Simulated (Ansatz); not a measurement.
Complex (SMILES): F (HF) with F (HF), atoms 1 to 2 the first; geometry from A24 set, monomers rigid:
```xyz
4

H      0.0000     0.8027     1.6953
F      0.0000    -0.0460     1.3403
H      0.0000    -0.1204    -0.4908
F      0.0000     0.0098    -1.4042
```

Energies in hartree at MP2 with Ansatz (a first-principles code); the counterpoise-corrected interaction energy is their sum with the coefficients shown, times 627.509 kcal/mol a hartree. All functions are spherical. Cores are frozen. No added dispersion term, no relativity.

```csv
species,coefficient,part,aug-cc-pVDZ,aug-cc-pVTZ,aug-cc-pVQZ
the complex,+1,Hartree-Fock,-200.07291,-200.12787,-200.14284
the complex,+1,correlation,-0.44602,-0.56135,-0.60406
"F (HF), first monomer among the partner's ghost functions",-1,Hartree-Fock,-100.03362,-100.06107,-100.06847
"F (HF), first monomer among the partner's ghost functions",-1,correlation,-0.22284,-0.28029,-0.30154
"F (HF), second monomer among the partner's ghost functions",-1,Hartree-Fock,-100.03331,-100.06084,-100.06828
"F (HF), second monomer among the partner's ghost functions",-1,correlation,-0.22290,-0.28034,-0.30161
```

Q: Predict the counterpoise-corrected interaction energy in aug-cc-pV5Z (X = 5): let each Hartree-Fock step shrink by the ratio of the last two, and fit each correlation energy at X = 3 and 4 to E + A/X^3. Compare with the run.

A: 
- the complex: steps -0.05496 and -0.01497, ratio 0.272, so Hartree-Fock -200.14691 (run: -200.14679); A = (-0.56135 - (-0.60406))/(1/27 - 1/64) = 1.9947, correlation -0.60406 - A/64 + A/125 = -0.61927 (run: -0.62162).
- F (HF), first monomer among the partner's ghost functions: steps -0.02745 and -0.00740, ratio 0.270, so Hartree-Fock -100.07047 (run: -100.07043); A = (-0.28029 - (-0.30154))/(1/27 - 1/64) = 0.9924, correlation -0.30154 - A/64 + A/125 = -0.30911 (run: -0.31027).
- F (HF), second monomer among the partner's ghost functions: steps -0.02753 and -0.00744, ratio 0.270, so Hartree-Fock -100.07029 (run: -100.07027); A = (-0.28034 - (-0.30161))/(1/27 - 1/64) = 0.9934, correlation -0.30161 - A/64 + A/125 = -0.30918 (run: -0.31038).
Predicted -4.47 kcal/mol; the run in aug-cc-pV5Z gives -4.43, a miss of -0.04. Keeping the value in aug-cc-pVQZ, -4.39, would miss by 0.04. All sums are of the energies as printed.
